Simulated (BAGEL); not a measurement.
**doublet C3H4FP+: levels of theory compared**

We compute a comparison of 5 runs (UHF/STO-3G, UHF/3-21G, ROHF/6-31G*, ROHF/cc-pVDZ, UHF/cc-pVDZ) of doublet C3H4FP+. 

Program for the calculation: BAGEL 1.2.2.

3 further runs of the same task are left out: 1 that didn't finish, 2 set aside as unsound or not needed.

## 1. Starting point

C3H4FP+ has 9 atoms, charge +1, and is taken as a doublet. SMILES of the parent species: `[H]/P=C(/F)C=C`. Geometry: relaxed at GFN2-xTB. This is one conformer, not always the lowest. That shape belongs to the parent species and isn't relaxed for this state.

Bond lengths: C1–C2 1.332 Å, C2–C3 1.438 Å, C3–F4 1.359 Å, C3–P5 1.691 Å, C1–H6 1.078 Å, C1–H7 1.075 Å, C2–H8 1.083 Å, P5–H9 1.395 Å. Angles: C1–C2–C3 126.9°, C2–C3–F4 112.2°, C2–C3–P5 133.2°, F4–C3–P5 114.6°, C1–C2–H8 119.8°, C3–C2–H8 113.3°, C2–C1–H6 122.6°, C2–C1–H7 121.1°, C3–P5–H9 95.0°, H6–C1–H7 116.3°.

## 2. A single-point energy at UHF/STO-3G (density fitting with qzvpp-jkfit) (run 1)

input.json reads:

```json
{ "bagel" : [

{
  "title" : "molecule",
  "basis" : "sto-3g",
  "df_basis" : "qzvpp-jkfit",
  "angstrom" : true,
  "geometry" : [
    { "atom" : "C", "xyz" : [      -0.838100,      -0.998540,       0.324860 ] },
    { "atom" : "C", "xyz" : [       0.364600,      -0.645180,      -0.124540 ] },
    { "atom" : "C", "xyz" : [       0.852720,       0.692920,      -0.322010 ] },
    { "atom" : "F", "xyz" : [       2.131110,       0.711030,      -0.781840 ] },
    { "atom" : "P", "xyz" : [       0.164130,       2.221330,      -0.098410 ] },
    { "atom" : "H", "xyz" : [      -1.592110,      -0.277390,       0.595930 ] },
    { "atom" : "H", "xyz" : [      -1.106700,      -2.033680,       0.436240 ] },
    { "atom" : "H", "xyz" : [       1.088910,      -1.407920,      -0.382070 ] },
    { "atom" : "H", "xyz" : [      -1.064560,       1.737430,       0.351840 ] }
  ]
},

{
  "title" : "uhf",
  "charge" : 1,
  "nopen" : 1
},

{
  "title" : "print",
  "file" : "orbitals.molden",
  "orbitals" : true
}

]}
```

The run is started by

```bash
$ BAGEL_NUM_THREADS=1 BAGEL input.json > input.out
```

Output:

```text
* using 1 threads per process

  ===============================================================
  ===============================================================

  *** Geometry ***

  { "atom" : "C", "xyz" : [     -1.583779,     -1.886967,      0.613896 ] },
  { "atom" : "C", "xyz" : [      0.688994,     -1.219214,     -0.235346 ] },
  { "atom" : "C", "xyz" : [      1.611407,      1.309429,     -0.608511 ] },
[... 5 lines of this table left out ...]
  { "atom" : "H", "xyz" : [     -2.011727,      3.283267,      0.664881 ] },

  Number of auxiliary basis functions:      502

  Since a DF basis is specified, we compute 2- and 3-index integrals:
    o Being stored without compression. Storage requirement is 0.004 GB

  Number of basis functions:       33
  Number of electrons      :       46

    * METHOD: MOLECULE                             0.25

  *** Open-shell HF ***

  === Nuclear Repulsion ===
   202.5271795806

      * DIIS with orbital gradients will be used.

  === UHF iteration (sto-3g) ===
      0       -549.07826014          0.03617827           0.05
      1       -549.17762845          0.01732233           0.05
      2       -549.19689950          0.00883799           0.05
[... 22 lines of this table left out ...]
     25       -549.20726093          0.00000001           0.05
    * SCF iteration converged.

    * S^2 (UHF) is 0.9389

    * Permanent dipole moment:
           (    0.931098,     0.141858,    -0.338283) a.u.

    * METHOD: UHF                                  1.41

    * METHOD: PRINT                                0.00

  ===============================================================
```

Run time: 1.9 s. Hardware: 1 thread of Intel Xeon Platinum 8259CL at 2.50GHz (Skylake/Cascade Lake), shared host; peak memory 0.079 GiB.

## 3. A single-point energy at UHF/3-21G (density fitting with qzvpp-jkfit) (run 2)

input.json, as its differences from that of step 2:

```diff
@@ -4,5 +4,5 @@
   "title" : "molecule",
-  "basis" : "sto-3g",
+  "basis" : "3-21g",
   "df_basis" : "qzvpp-jkfit",
-  "angstrom" : true,
+  "angstrom" : "true",
   "geometry" : [
@@ -20,13 +20,5 @@
 
-{
-  "title" : "uhf",
-  "charge" : 1,
-  "nopen" : 1
-},
+{ "title" : "uhf", "charge" : 1, "nopen" : 1 },
 
-{
-  "title" : "print",
-  "file" : "orbitals.molden",
-  "orbitals" : true
-}
+{ "title" : "print", "file" : "orbitals.molden", "orbitals" : "true" }
```

The run is started by

```bash
$ BAGEL_NUM_THREADS=1 BAGEL input.json > input.out
```

Output:

```text
* using 1 threads per process

  ===============================================================
  ===============================================================

  *** Geometry ***

  { "atom" : "C", "xyz" : [     -1.583779,     -1.886967,      0.613896 ] },
  { "atom" : "C", "xyz" : [      0.688994,     -1.219214,     -0.235346 ] },
  { "atom" : "C", "xyz" : [      1.611407,      1.309429,     -0.608511 ] },
[... 5 lines of this table left out ...]
  { "atom" : "H", "xyz" : [     -2.011727,      3.283267,      0.664881 ] },

  Number of auxiliary basis functions:      502

  Since a DF basis is specified, we compute 2- and 3-index integrals:
    o Being stored without compression. Storage requirement is 0.013 GB

  Number of basis functions:       57
  Number of electrons      :       46

    * METHOD: MOLECULE                             0.31

  *** Open-shell HF ***

  === Nuclear Repulsion ===
   202.5271795806

      * DIIS with orbital gradients will be used.

  === UHF iteration (3-21g) ===
      0       -552.67768400          0.03977405           0.11
      1       -552.77734283          0.02518314           0.12
      2       -552.80094611          0.01672259           0.13
[... 22 lines of this table left out ...]
     25       -552.81890473          0.00000001           0.09
    * SCF iteration converged.

    * S^2 (UHF) is 0.8723

    * Permanent dipole moment:
           (    1.606205,     0.956396,    -0.596939) a.u.

    * METHOD: UHF                                  2.83

    * METHOD: PRINT                                0.01

  ===============================================================
```

Run time: 3.6 s. Hardware: 1 thread of Intel Xeon Platinum 8259CL at 2.50GHz (Skylake/Cascade Lake), shared host; peak memory 0.094 GiB.

Run 3 isn't shown in full; the table further down has it.

## 4. A single-point energy at ROHF/cc-pVDZ (density fitting with qzvpp-jkfit) (run 4)

input.json reads:

```json
{ "bagel" : [

{
  "title" : "molecule",
  "basis" : "cc-pvdz.json",
  "df_basis" : "qzvpp-jkfit",
  "angstrom" : true,
  "geometry" : [
    { "atom" : "C", "xyz" : [   -0.838100,   -0.998540,    0.324860 ] },
    { "atom" : "C", "xyz" : [    0.364600,   -0.645180,   -0.124540 ] },
    { "atom" : "C", "xyz" : [    0.852720,    0.692920,   -0.322010 ] },
    { "atom" : "F", "xyz" : [    2.131110,    0.711030,   -0.781840 ] },
    { "atom" : "P", "xyz" : [    0.164130,    2.221330,   -0.098410 ] },
    { "atom" : "H", "xyz" : [   -1.592110,   -0.277390,    0.595930 ] },
    { "atom" : "H", "xyz" : [   -1.106700,   -2.033680,    0.436240 ] },
    { "atom" : "H", "xyz" : [    1.088910,   -1.407920,   -0.382070 ] },
    { "atom" : "H", "xyz" : [   -1.064560,    1.737430,    0.351840 ] }
  ]
},
{
  "title" : "rohf",
  "charge" : 1,
  "nopen" : 1
},
{
  "title" : "print",
  "file" : "orbitals.molden",
  "orbitals" : true
}

]}
```

The basis set cc-pVDZ is read from a file made from the Basis Set Exchange's data (not shown).

The run is started by

```bash
$ BAGEL_NUM_THREADS=1 BAGEL input.json > input.out
```

Output:

```text
* using 1 threads per process

  ===============================================================
  ===============================================================

  *** Geometry ***

  { "atom" : "C", "xyz" : [     -1.583779,     -1.886967,      0.613896 ] },
  { "atom" : "C", "xyz" : [      0.688994,     -1.219214,     -0.235346 ] },
  { "atom" : "C", "xyz" : [      1.611407,      1.309429,     -0.608511 ] },
[... 5 lines of this table left out ...]
  { "atom" : "H", "xyz" : [     -2.011727,      3.283267,      0.664881 ] },

  Number of auxiliary basis functions:      502

  Since a DF basis is specified, we compute 2- and 3-index integrals:
    o Being stored without compression. Storage requirement is 0.035 GB

  Number of basis functions:       94
  Number of electrons      :       46

    * METHOD: MOLECULE                             0.39

  *** Open-shell HF ***

  === Nuclear Repulsion ===
   202.5271795806

      * DIIS with orbital gradients will be used.

  === ROHF iteration (cc-pvdz.json) ===
      0       -555.52353818          0.03015565           0.20
      1       -555.68287604          0.01975555           0.20
      2       -555.72700550          0.01248757           0.21
[... 17 lines of this table left out ...]
     20       -555.75967108          0.00000001           0.18
    * SCF iteration converged.

    * S^2 (ROHF) is 0.7500

    * Permanent dipole moment:
           (    1.535826,     0.567547,    -0.564890) a.u.

    * METHOD: ROHF                                 4.18

    * METHOD: PRINT                                0.02

  ===============================================================
```

It took 5.1 s on 1 thread of Intel Xeon Platinum 8259CL at 2.50GHz (Skylake/Cascade Lake), shared host; peak memory 0.14 GiB.

## 5. The energy at UHF/cc-pVDZ (density fitting with qzvpp-jkfit) (run 5)

input.json reads:

```json
{ "bagel" : [

{
  "title" : "molecule",
  "basis" : "cc-pvdz.json",
  "df_basis" : "qzvpp-jkfit",
  "angstrom" : "true",
  "geometry" : [
    { "atom" : "C", "xyz" : [      -0.838100,      -0.998540,       0.324860 ] },
    { "atom" : "C", "xyz" : [       0.364600,      -0.645180,      -0.124540 ] },
    { "atom" : "C", "xyz" : [       0.852720,       0.692920,      -0.322010 ] },
    { "atom" : "F", "xyz" : [       2.131110,       0.711030,      -0.781840 ] },
    { "atom" : "P", "xyz" : [       0.164130,       2.221330,      -0.098410 ] },
    { "atom" : "H", "xyz" : [      -1.592110,      -0.277390,       0.595930 ] },
    { "atom" : "H", "xyz" : [      -1.106700,      -2.033680,       0.436240 ] },
    { "atom" : "H", "xyz" : [       1.088910,      -1.407920,      -0.382070 ] },
    { "atom" : "H", "xyz" : [      -1.064560,       1.737430,       0.351840 ] }
  ]
},

{ "title" : "uhf", "charge" : 1, "nopen" : 1 },

{ "title" : "print", "file" : "orbitals.molden", "orbitals" : "true" }

]}
```

The basis set cc-pVDZ is read from a file made from the Basis Set Exchange's data (not shown).

The run is started by

```bash
$ BAGEL_NUM_THREADS=1 BAGEL input.json > input.out
```

Output:

```text
* using 1 threads per process

  ===============================================================
  ===============================================================

  *** Geometry ***

  { "atom" : "C", "xyz" : [     -1.583779,     -1.886967,      0.613896 ] },
  { "atom" : "C", "xyz" : [      0.688994,     -1.219214,     -0.235346 ] },
  { "atom" : "C", "xyz" : [      1.611407,      1.309429,     -0.608511 ] },
[... 5 lines of this table left out ...]
  { "atom" : "H", "xyz" : [     -2.011727,      3.283267,      0.664881 ] },

  Number of auxiliary basis functions:      502

  Since a DF basis is specified, we compute 2- and 3-index integrals:
    o Being stored without compression. Storage requirement is 0.035 GB

  Number of basis functions:       94
  Number of electrons      :       46

    * METHOD: MOLECULE                             0.39

  *** Open-shell HF ***

  === Nuclear Repulsion ===
   202.5271795806

      * DIIS with orbital gradients will be used.

  === UHF iteration (cc-pvdz.json) ===
      0       -555.52353818          0.03015565           0.20
      1       -555.68961410          0.01929586           0.20
      2       -555.73449599          0.01200280           0.20
[... 22 lines of this table left out ...]
     25       -555.76758118          0.00000001           0.18
    * SCF iteration converged.

    * S^2 (UHF) is 0.8956

    * Permanent dipole moment:
           (    1.525358,     0.729499,    -0.563574) a.u.

    * METHOD: UHF                                  5.03

    * METHOD: PRINT                                0.02

  ===============================================================
```

It took 5.7 s on 1 thread of Intel Xeon Platinum 8259CL at 2.50GHz (Skylake/Cascade Lake), shared host; peak memory 0.14 GiB.

## 6. The series

```tsv
run	level	energy (Eh)	⟨S²⟩	wall time
1	UHF/STO-3G (density fitting with qzvpp-jkfit)	-549.207261	0.939	1.9 s
2	UHF/3-21G (density fitting with qzvpp-jkfit)	-552.818905	0.872	3.6 s
3	ROHF/6-31G* (density fitting with qzvpp-jkfit, spherical functions)	-555.724838	0.750	4.2 s
4	ROHF/cc-pVDZ (density fitting with qzvpp-jkfit)	-555.759671	0.750	5.1 s
5	UHF/cc-pVDZ (density fitting with qzvpp-jkfit)	-555.767581	0.896	5.7 s
```

## 7. Summary of results

```
           quantity          value
run 5: total energy  -555.76758 Eh
        run 5: ⟨S²⟩          0.896
```

In run 1 the basis is minimal, so the values are rough. Spin contamination of the reference: run 1 ⟨S²⟩ = 0.94, run 5 ⟨S²⟩ = 0.90, run 2 ⟨S²⟩ = 0.87. All runs together took 21 s, the longest 5.7 s.
